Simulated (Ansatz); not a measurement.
# BCl2: the cost of one run

Program: Ansatz 0.2.0, Gaussian basis. Level of theory: def2-TZVPP, core rule «outside noble gas», up to 11 orbitals frozen. These are calculated values, not measurements.

Plan: UHF; ROHF; CCSD(T) on UHF.

2 further runs of the same task are left out: 2 set aside as unsound or not needed.

**1. The system**

The geometry is a PBE0/def2-TZVP stationary point (not a proven minimum) of the parent state, kept for this charge and spin.

3 atoms, charge 1, spin multiplicity 3.

Atoms are counted from 1 here; the program's logs count them from 0.

Bond lengths: B1–Cl2 1.720 Å, B1–Cl3 1.720 Å. Angles: Cl2–B1–Cl3 125.4°.

Geometry (Å):

```xyz
3

B     0.0000   -0.6841    0.0000
Cl    0.0000    0.1043   -1.5286
Cl    0.0000    0.1043    1.5286
```

**2. UHF**

in.yaml reads:

```yaml
crystal:
  periodic: [false, false, false]
  atoms:
    - {symbol: B, position_ang: [0.000000, -0.684100, 0.000000]}
    - {symbol: Cl, position_ang: [0.000000, 0.104304, -1.528646]}
    - {symbol: Cl, position_ang: [0.000000, 0.104304, 1.528646]}
basis:
  gaussian: {orbitals: def2-TZVPP}
total_charge: 1
magnetization: {spin_polarized: true, initial_magnetization: 2}
hamiltonian: {xc: hf}
output: {orbitals: {seedname: orbitals}}
```

Run with:

```sh
> ansatz run in.yaml --threads 1 --pin off --events-out ev --progress --plain --max-ram 4096MiB --backend cpu
```

Q: Estimate wall time and peak memory on 1 thread of AMD EPYC 7R13, shared host.

About 12 s, with a peak of 0.34 GiB.
